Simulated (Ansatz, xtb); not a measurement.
**Ranking isomers of C3H6FN**

7 gas-phase structures of C3H6FN, from a drawn sample of its isomers (lower ones may exist). Each was relaxed with GFN2-xTB; where two conformers were screened, the lower at r2SCAN-D4/def2-SVP is listed:

A. `[H]/N=C/CCF`, a singlet
B. `C/N=C/CF`, a singlet
C. `C=C(F)CN`, a singlet
D. `FC[C@@H]1CN1`, a singlet
E. `NC/C=C/F`, a singlet
F. `FC1CNC1`, a singlet
G. `N[C@@H]1C[C@H]1F`, a singlet

Problem. Make a reasoned guess at their ranking by r2SCAN-D4/def2-SVP single-point energy.

Solution. Calculated order at r2SCAN-D4/def2-SVP: A (0.0), C (1.0), B (4.9), E (5.5), G (8.2), F (11.4), D (13.9) kcal/mol. Less than 1 kcal/mol parts B and E, so the order within that pair means little.

Energies above the lowest of each column, in kcal/mol; the last columns are at PBE-D3(BJ)/def2-SVP geometries and were run for some of them only (a dash: not run or not comparable):

| structure | GFN2-xTB | HF/STO-3G | r2SCAN-D4/def2-SVP | PBE-D3(BJ)/def2-SVP | CCSD(T)/def2-SVP + ΔMP2/def2-TZVPP |
| --- | --- | --- | --- | --- | --- |
| A | 5.0 | 14.2 | 0.0 | 0.0 | 0.0 |
| C | 9.5 | 18.5 | 1.0 | 1.4 | 3.2 |
| B | 0.4 | 14.2 | 4.9 | 4.7 | 6.4 |
| E | 11.4 | 21.0 | 5.5 | 5.7 | 7.7 |
| G | 7.1 | 17.8 | 8.2 | 8.8 | 13.9 |
| F | 0.0 | 0.0 | 11.4 | 10.3 | – |
| D | 4.4 | 19.8 | 13.9 | – | – |

CCSD(T)/def2-SVP + ΔMP2/def2-TZVPP puts A lowest of those it was run on; GFN2-xTB picks F, HF/STO-3G picks F. Flexible structures stand in one conformer each, not always the lowest. Frequencies (PBE-D3(BJ)/def2-SVP) were run for A, B, C, E, G alone. ΔMP2 is the change of the MP2 energy from the smaller to the larger basis.

Over these structures GFN2-xTB departs from r2SCAN-D4/def2-SVP by 6.4 kcal/mol on average once a common shift is removed. A GFN2-xTB relaxation took about 0.11 s and the r2SCAN-D4/def2-SVP energy about 2.2 s on a shared host (Ansatz 0.2.0, xtb 6.7.1).
